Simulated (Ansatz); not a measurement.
Basis-set extrapolation for C₃H₄F₂O (`FC(F)C1CO1`) (PBE0-D4/def2-TZVP geometry, frozen core, Ansatz). Multiplicity 1, RHF reference.

```csv
,def2-TZVPP,def2-QZVPP
HF,-389.788614,-389.805819
MP2 correlation,-1.218939,-1.317821
CCSD(T) correlation,-1.285476,not run
```

Energies in hartree. Use E(X) = E(∞) + A·exp(−7.88·√X) for Hartree–Fock and E(X) = E(∞) + B·X^(−2.97) for correlation, with X = 3 and 4, and add CCSD(T) minus MP2 of the smaller set to the MP2 limit.

Task: What is the CCSD(T) energy at the basis-set limit?

Result: HF limit: -389.805819 + (-0.017205) × 0.13774 = -389.80819. MP2 limit: -1.317821 + (-0.098882) × 0.74074 = -1.39107. Higher-order term: -1.285476 − (-1.218939) = -0.06654. Total: -391.26580 hartree, 120.3 kcal/mol below CCSD(T)/def2-TZVPP.
